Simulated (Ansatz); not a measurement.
Isolated molecules relaxed with PBE0-D4/def2-TZVP in Ansatz; ΔE leaves out vibrations. CCSD(T)/CBS is the MP2 limit (def2-TZVPP, def2-QZVPP) plus CCSD(T) − MP2 in def2-TZVPP, frozen cores. This one scheme is used for every species. One conformer a species, not always the lowest.

Reaction (hydrogenolysis of a C–C bond): `CCC(CC)CC` + H₂ → `CCCCC` + `CC`

`CCC(CC)CC`:

Cartesian coordinates in Å:
```
C -0.236 -2.518 -0.443
C 0.629 -1.272 -0.536
C -0.040 0.001 -0.016
C -0.137 -0.012 1.510
C -1.125 0.990 2.085
C 0.692 1.249 -0.510
C 0.486 1.555 -1.984
H 0.291 -3.394 -0.829
H -0.529 -2.742 0.585
H -1.153 -2.400 -1.028
H 0.920 -1.128 -1.580
H 1.564 -1.424 0.019
H -1.064 0.031 -0.417
H -0.421 -1.013 1.847
H 0.864 0.171 1.923
H -2.136 0.793 1.718
H -0.872 2.018 1.818
H -1.152 0.935 3.176
H 0.367 2.116 0.073
H 1.763 1.129 -0.300
H 1.030 2.455 -2.281
H 0.830 0.741 -2.627
H -0.573 1.721 -2.203
```

H₂:

Z-matrix (Å, degrees):
```
H
H 1 0.746
```

`CCCCC`:

Cartesian coordinates in Å:
```
C 1.348 1.493 -1.341
C 0.165 0.881 -0.610
C 0.365 -0.596 -0.304
C -0.826 -1.269 0.367
C -1.134 -0.740 1.759
H 1.185 2.551 -1.556
H 1.529 0.984 -2.292
H 2.262 1.411 -0.746
H -0.012 1.434 0.318
H -0.743 1.001 -1.213
H 0.591 -1.120 -1.240
H 1.253 -0.715 0.330
H -0.634 -2.345 0.428
H -1.709 -1.155 -0.272
H -1.422 0.313 1.739
H -0.263 -0.833 2.414
H -1.955 -1.294 2.220
```

`CC`:

```xyz
8

C     0.384    0.637   -0.151
C    -0.384   -0.637    0.151
H     1.460    0.493   -0.029
H     0.213    0.972   -1.177
H     0.084    1.451    0.513
H    -1.460   -0.493    0.029
H    -0.213   -0.972    1.177
H    -0.085   -1.451   -0.513
```

```csv
level,ΔE (kJ/mol)
HF/def2-SVP,-97.3
MP2/def2-TZVPP,-53.1
```

(1) What does CCSD(T)/CBS give? (Best estimate.)

Largest T1 diagnostic among the species: 0.009.

## Answers

(1) Computed: -58.1 kJ/mol. The listed levels differ from it by -39.2, 5.0 kJ/mol.

At CCSD(T), def2-SVP lies −3.1 kJ/mol from the extrapolated value and def2-TZVPP −0.8 kJ/mol. In def2-TZVPP, CCSD(T) changes the Hartree–Fock value by +38.1 kJ/mol (the triples alone add +6.9 kJ/mol) and MP2 by +43.9 kJ/mol. The D4 term adds +18.2 kJ/mol with B3LYP and +10.7 kJ/mol with PBE0; it sums over pairs of atoms, weighted by their polarisabilities, and B3LYP, whose exchange is more repulsive, gets the larger term.

B3LYP here is the variant with VWN-RPA as its local correlation; programs differ in this.
